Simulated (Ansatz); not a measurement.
**AlLiH (doublet): wave-function methods side by side, def2-TZVPP**

An exercise on one series of results from a longer session: the logs are not shown, and one member is left open.

Program: Ansatz 0.2.0, Gaussian basis. Level of theory: def2-TZVPP, core rule «outside noble gas», up to 6 orbitals frozen. These are calculated values, not measurements.

To be run: UHF; ROHF; CCSD(T) on UHF.

2 further runs of the same task are left out: 2 set aside as unsound or not needed.

### The system

The geometry is a PBE0/def2-TZVP stationary point (not a proven minimum).

3 atoms, charge 0, spin multiplicity 2.

Atoms are counted from 1 here; the program's logs count them from 0.

Bond lengths: Al1–H3 1.629 Å.

The first run:

File in.yaml:

```yaml
crystal:
  periodic: [false, false, false]
  atoms:
    - {symbol: Al, position_ang: [0.000000, -0.083176, 0.486397]}
    - {symbol: Li, position_ang: [0.000000, 0.177408, -2.137393]}
    - {symbol: H, position_ang: [0.000000, 1.004847, 1.698425]}
basis:
  gaussian: {orbitals: def2-TZVPP}
magnetization: {spin_polarized: true, initial_magnetization: 1}
hamiltonian: {xc: hf}
output: {orbitals: {seedname: orbitals}}
```

Command:

```
$ ansatz run in.yaml --threads 1 --pin off --events-out ev --progress --plain --max-ram 4096MiB --backend cpu
```

Steps of the session up to this table: UHF; ROHF; CCSD(T) on UHF.

One table of the session follows, with a row left open; its other results are not shown here.

```
  method  from UCCSD(T) (meV)
    ROHF              +2654.2
     UHF              +2516.4
    UMP2               +678.5
   UCCSD                    ?
UCCSD(T)                    0
```

**Question.** Estimate the row for UCCSD.

The run gave: from UCCSD(T) (meV): +71.1. In the column «from UCCSD(T) (meV)» it lies between UCCSD(T) (0) and UMP2 (+678.5).

With the free atoms at the same levels and basis (separate runs), the atomisation energy is 3.771 eV at UCCSD(T), 2.636 eV at ROHF.
